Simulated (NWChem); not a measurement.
Everything below was run with NWChem. System: CH3, charge 0, spin multiplicity 2, at a geometry optimised with UB3LYP/def2-SVP. The structure started from a generated list of species. Its SCF solution wasn't tested for a lower state. Level: URI-MP2/cc-pVDZ, 1 core orbitals frozen.

Part of the output:

```
             Northwest Computational Chemistry Package (NWChem) 7.3.0
             --------------------------------------------------------

                                NWChem Input Module
                                -------------------

 Scaling coordinates for geometry "geometry" by  1.889725989
 (inverse scale =  0.529177249)

 Turning off AUTOSYM since
 SYMMETRY directive was detected!

                             Geometry "geometry" -> ""
                             -------------------------

 Output coordinates in angstroms (scale by  1.889725989 to convert to a.u.)

  No.       Tag          Charge          X              Y              Z
 ---- ---------------- ---------- -------------- -------------- --------------
    1 C                    6.0000     0.00000000     0.00000000     0.00000100
    2 H                    1.0000     0.00000000     0.00000000     1.09079800
    3 H                    1.0000    -0.94465700     0.00000000    -0.54540300
    4 H                    1.0000     0.94465700     0.00000000    -0.54540300

 Effective nuclear repulsion energy (a.u.)       9.5725784505

            Nuclear Dipole moment (a.u.)
            ----------------------------
        X                 Y               Z
 ---------------- ---------------- ----------------
     0.0000000000     0.0000000000    -0.0000037795

      Symmetry information
      --------------------

 Group name             C2v
 Group number             16
 Group order               4
 No. of unique centers     3

      Symmetry unique atoms

     1    2    3


 Summary of "ao basis" -> "" (spherical)
 ------------------------------------------------------------------------------
       Tag                 Description            Shells   Functions and Types
 ---------------- ------------------------------  ------  ---------------------
 *                          cc-pvdz                   on all atoms

 Summary of "ri-mp2 basis" -> "" (spherical)
 ------------------------------------------------------------------------------
       Tag                 Description            Shells   Functions and Types
 ---------------- ------------------------------  ------  ---------------------
 *                         cc-pvdz-ri                 on all atoms

 Summary of "ao basis" -> "ao basis" (spherical)
 ------------------------------------------------------------------------------
       Tag                 Description            Shells   Functions and Types
 ---------------- ------------------------------  ------  ---------------------
 C                          cc-pvdz                  6       14   3s2p1d
 H                          cc-pvdz                  3        5   2s1p

                                 NWChem SCF Module
                                 -----------------

  ao basis        = "ao basis"
  functions       =    29
  atoms           =     4
  alpha electrons =     5
  beta  electrons =     4
  charge          =   0.00
  wavefunction    = UHF
  use symmetry    = T
  symmetry adapt  = T

 Summary of "ao basis" -> "ao basis" (spherical)
 ------------------------------------------------------------------------------
       Tag                 Description            Shells   Functions and Types
 ---------------- ------------------------------  ------  ---------------------
 C                          cc-pvdz                  6       14   3s2p1d
 H                          cc-pvdz                  3        5   2s1p

      Symmetry analysis of basis
      --------------------------

        a1         14
        a2          2
        b1          8
        b2          5

 Forming initial guess at       0.0s

   Symmetry analysis of molecular orbitals - initial alpha
   -------------------------------------------------------

  Numbering of irreducible representations:

     1 a1          2 a2          3 b1          4 b2

  Orbital symmetries:

     1 a1          2 a1          3 a1          4 b1          5 b2
     6 a1          7 b1          8 a1          9 b1         10 a1
    11 b2         12 a1         13 b1         14 a1         15 a1

   Symmetry analysis of molecular orbitals - initial beta
   ------------------------------------------------------
[...]
   Bfn.  Coefficient  Atom+Function         Bfn.  Coefficient  Atom+Function
  ----- ------------  ---------------      ----- ------------  ---------------
    16      2.177892  2 H  s                  9     -1.464663  1 C  pz
    21     -1.088944  3 H  s                 26     -1.088944  4 H  s
     6     -0.295614  1 C  pz

 center of mass
 --------------
 x =   0.00000000 y =   0.00000000 z =   0.00000050

 moments of inertia (a.u.)
 ------------------
           6.423398222843           0.000000000000           0.000000000000
           0.000000000000          12.846740854204           0.000000000000
           0.000000000000           0.000000000000           6.423342631361

  Mulliken analysis of the total density
  --------------------------------------

    Atom       Charge   Shell Charges
 -----------   ------   -------------------------------------------------------
    1 C    6     6.19   2.00  0.65  0.55  1.91  1.05  0.02
    2 H    1     0.94   0.74  0.17  0.03
    3 H    1     0.94   0.74  0.17  0.03
    4 H    1     0.94   0.74  0.17  0.03

  Mulliken analysis of the alpha density
  --------------------------------------

    Atom       Charge   Shell Charges
 -----------   ------   -------------------------------------------------------
    1 C    6     3.71   1.00  0.34  0.32  1.26  0.78  0.01
    2 H    1     0.43   0.34  0.07  0.02
    3 H    1     0.43   0.34  0.07  0.02
    4 H    1     0.43   0.34  0.07  0.02

   Mulliken analysis of the beta density
   -------------------------------------

    Atom       Charge   Shell Charges
 -----------   ------   -------------------------------------------------------
    1 C    6     2.48   1.00  0.30  0.24  0.65  0.27  0.02
    2 H    1     0.51   0.39  0.10  0.01
    3 H    1     0.51   0.39  0.10  0.01
    4 H    1     0.51   0.39  0.10  0.01

   Mulliken analysis of the spin density
   -------------------------------------

    Atom       Charge   Shell Charges
 -----------   ------   -------------------------------------------------------
    1 C    6     1.23   0.00  0.04  0.08  0.62  0.50 -0.01
    2 H    1    -0.08  -0.05 -0.04  0.01
    3 H    1    -0.08  -0.05 -0.04  0.01
    4 H    1    -0.08  -0.05 -0.04  0.01

       Multipole analysis of the density wrt the origin
       ------------------------------------------------

     L   x y z        total         alpha         beta         nuclear
     -   - - -        -----         -----         ----         -------
     0   0 0 0     -0.000000     -5.000000     -4.000000      9.000000

     1   1 0 0      0.000000      0.000000      0.000000      0.000000
     1   0 1 0      0.000000      0.000000      0.000000      0.000000
     1   0 0 1     -0.000000      0.000000      0.000003     -0.000004

     2   2 0 0     -5.317619     -6.050926     -5.640163      6.373470
     2   1 1 0      0.000000     -0.000000      0.000000      0.000000
     2   1 0 1     -0.000000     -0.000000     -0.000000      0.000000
     2   0 2 0     -6.537976     -4.499608     -2.038368      0.000000
     2   0 1 1     -0.000000     -0.000000     -0.000000      0.000000
     2   0 0 2     -5.317594     -6.050939     -5.640180      6.373525

                               NWChem RI-MP2 Module
                               --------------------

 Summary of "ri-mp2 basis" -> "ri-mp2 basis" (spherical)
 ------------------------------------------------------------------------------
       Tag                 Description            Shells   Functions and Types
 ---------------- ------------------------------  ------  ---------------------
 C                         cc-pvdz-ri               18       56   7s5p4d2f
 H                         cc-pvdz-ri                6       14   3s2p1d

 SCF Reference Information:
            File: './mol.movecs'
           Title: ''
    Size (AOxMO):     29 x (     29,     29)
       Total Occ:                 5.00,   4.00
 RI-MP2 Calculation Information:
          Nr. of AO basis functions:         29
     Nr. of fitting basis functions:         98
               Nr. of MO spin cases:          2
        Nr. of MOs to be correlated:         28         28
     Nr. of occupied MOs correlated:          4          3
      Nr. of virtual MOs correlated:         24         25

          RI integral approximation: 'V'
    Threshold for Schwarz screening:  1.000E-09
 Smallest eigenvalue retained in fit  1.000E-08
    Type of storage for MO integrals 'EAF library'

 Transformation block size    4, requiring     1 integral passes.
 XForm_3cInts: Completed     1:    4 pass.
 Transformation block size    3, requiring     1 integral passes.
 XForm_3cInts: Completed     1:    3 pass.
 Energy evaluation using block sizes     4    4
 RIMP2_V_E2: Approx. ints. done (    1:    4,    1:    4)
 RIMP2_V_E2: Copy to B done (    1:    4,    1:    4)
 RIMP2_V_E2: Denominators done (    1:    4,    1:    4)
 RIMP2_V_E2: Completed block (    1:    4,    1:    4)
 RIMP2_V_E2: Approx. ints. done (    1:    4,    1:    3)
 RIMP2_V_E2: Copy to B done (    1:    4,    1:    3)
 RIMP2_V_E2: Denominators done (    1:    4,    1:    3)
 RIMP2_V_E2: Completed block (    1:    4,    1:    3)
 RIMP2_V_E2: Approx. ints. done (    1:    3,    1:    3)
 RIMP2_V_E2: Copy to B done (    1:    3,    1:    3)
 RIMP2_V_E2: Denominators done (    1:    3,    1:    3)
 RIMP2_V_E2: Completed block (    1:    3,    1:    3)

          -------------------------------------------
          SCF energy                 -39.563623229794
          Correlation energy          -0.126979918766
          Total MP2 energy           -39.690603148560
          -------------------------------------------

 -----------------------
 Performance information
 -----------------------

 Timer overhead =  1.98D-07 seconds/call

               Nr. of calls         CPU time (s)                 Wall time (s)                GFlops
             ---------------    -------------------     ------------------------------   -------------------
Name         Min   Avg   Max    Min     Avg     Max     Min     Avg     Max   Mx/calls   Min     Max     Sum
Overall       1     1     1   0.25    0.25    0.25     0.25    0.25    0.25    0.25      0.0     0.0     0.0
3c integr     2     2     2   6.40E-2 6.40E-2 6.40E-2  6.40E-2 6.40E-2 6.40E-2 3.20E-2   0.0     0.0     0.0
Energy        1     1     1   4.14E-3 4.14E-3 4.14E-3  4.14E-3 4.14E-3 4.14E-3 4.14E-3   0.0     0.0     0.0
3c integr     2     2     2   6.20E-2 6.20E-2 6.20E-2  6.20E-2 6.20E-2 6.20E-2 3.10E-2   0.0     0.0     0.0
First 2/3     6     6     6   3.24E-4 3.24E-4 3.24E-4  3.24E-4 3.24E-4 3.24E-4 5.39E-5   0.0     0.0     0.0
Final 1/3     2     2     2   4.11E-4 4.11E-4 4.11E-4  4.11E-4 4.11E-4 4.11E-4 2.06E-4   0.0     0.0     0.0
Write 3c      2     2     2   5.36E-4 5.36E-4 5.36E-4  5.36E-4 5.36E-4 5.36E-4 2.68E-4   0.0     0.0     0.0
Read 3c i     3     3     3   1.90E-4 1.90E-4 1.90E-4  1.90E-4 1.90E-4 1.90E-4 6.32E-5   0.0     0.0     0.0
Fitting b     1     1     1   1.17E-2 1.17E-2 1.17E-2  1.17E-2 1.17E-2 1.17E-2 1.17E-2   0.0     0.0     0.0
Schwarz i     1     1     1   2.32E-3 2.32E-3 2.32E-3  2.32E-3 2.32E-3 2.32E-3 2.32E-3   0.0     0.0     0.0
Form 4ci      3     3     3   2.23E-4 2.23E-4 2.23E-4  2.23E-4 2.23E-4 2.23E-4 7.42E-5   0.0     0.0     0.0
Form A &      3     3     3   2.63E-3 2.63E-3 2.63E-3  2.63E-3 2.63E-3 2.63E-3 8.76E-4   0.0     0.0     0.0
Denominat     3     3     3   2.50E-5 2.50E-5 2.50E-5  2.50E-5 2.50E-5 2.50E-5 8.35E-6   0.0     0.0     0.0
Pair Ener     3     3     3   1.93E-4 1.93E-4 1.93E-4  1.93E-4 1.93E-4 1.93E-4 6.43E-5   0.0     0.0     0.0

 The average no. of pstat calls per process was 3.30D+01
 with a timing overhead of 6.55D-06s

 Task  times  cpu:        0.3s     wall:        0.3s

 Total times  cpu:        0.3s     wall:        0.3s
```

### Question
Write an NWChem input that would produce this output.

### Answer
This is not unique; one that fits is 
```
start mol
memory heap 200 mb stack 900 mb global 1100 mb
geometry units angstroms nocenter noautoz
  C      0.000000     0.000000     0.000001
  H      0.000000     0.000000     1.090798
  H     -0.944657     0.000000    -0.545403
  H      0.944657     0.000000    -0.545403
  symmetry group C2v
end
basis spherical
  * library cc-pvdz
end
basis "ri-mp2 basis" spherical
  * library cc-pvdz-ri
end
scf
  uhf
  nopen 1
  maxiter 100
  thresh 1e-7
  semidirect memsize 60000000 filesize 0
  # guess.movecs holds the orbitals of an unrestricted PBE0 run
  vectors input guess.movecs output mol.movecs
end
mp2
  freeze core 1
end
task rimp2 energy
```
